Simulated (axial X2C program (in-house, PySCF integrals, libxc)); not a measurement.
# Curves of PC by EOM-IP-CCSD

Computed with an axial X2C code built on PySCF integrals: two-component X2C with atomic mean-field Coulomb and Gaunt terms, Gaussian nuclei, basis P dyall-av3z, C dyall-av3z with contracted cores.

Energies in eV from the lowest point of the lowest state; states are followed by energy order within each Ω. Reference: PC⁻, 10 electrons correlated in 94 virtual spinors with an MP2 remainder; levels at this size can be off by some tenths of an eV. Masses 30.974 and 12.000 u.

```
R (Å)  (1)Ω=1/2  (1)Ω=3/2  (2)Ω=1/2
1.472    0.2266    1.6639    1.6826
1.536    0.0000    1.1205    1.1385
1.600    0.0248    0.8639    0.8811
1.672    0.2636    0.8242    0.8404
1.744    0.6523    0.9709    0.9857
1.840    1.3090    1.3569    1.3687
```

Problem. Fit the curves (1)Ω=1/2, (1)Ω=3/2, (2)Ω=1/2 near their minima.

Solution. At EOM-IP-CCSD from PC⁻ (the fit fixes ωe to about one per cent; ωe of higher roots by this method can be off by ten per cent):

| state | Te (cm⁻¹) | Re (Å) | ωe (cm⁻¹) |
| --- | --- | --- | --- |
| (1)Ω=1/2 | 0 | 1.560 | 1300.6 |
| (1)Ω=3/2 | 6690 | 1.648 | 1124.6 |
| (2)Ω=1/2 | 6820 | 1.649 | 1122.6 |

For PC⁻ at CCSD, and between the minima:

Re = 1.605 Å, ωe = 1204.2 cm⁻¹; removing the electron costs 2.968 eV without zero-point terms.

T1 of the reference reaches 0.039 (Lee–Taylor). Curves followed by order can swap character. Number of frozen shells: P 2 s, 1 p; C 1 s. Roots with under 60 % one-particle weight at any point are counted in the labels but not shown, and the list ends where the roots sought for some Ω run out; states that need a further excitation are missing and may lie low or lowest. Curves with a minimum but no constants failed the fit check.
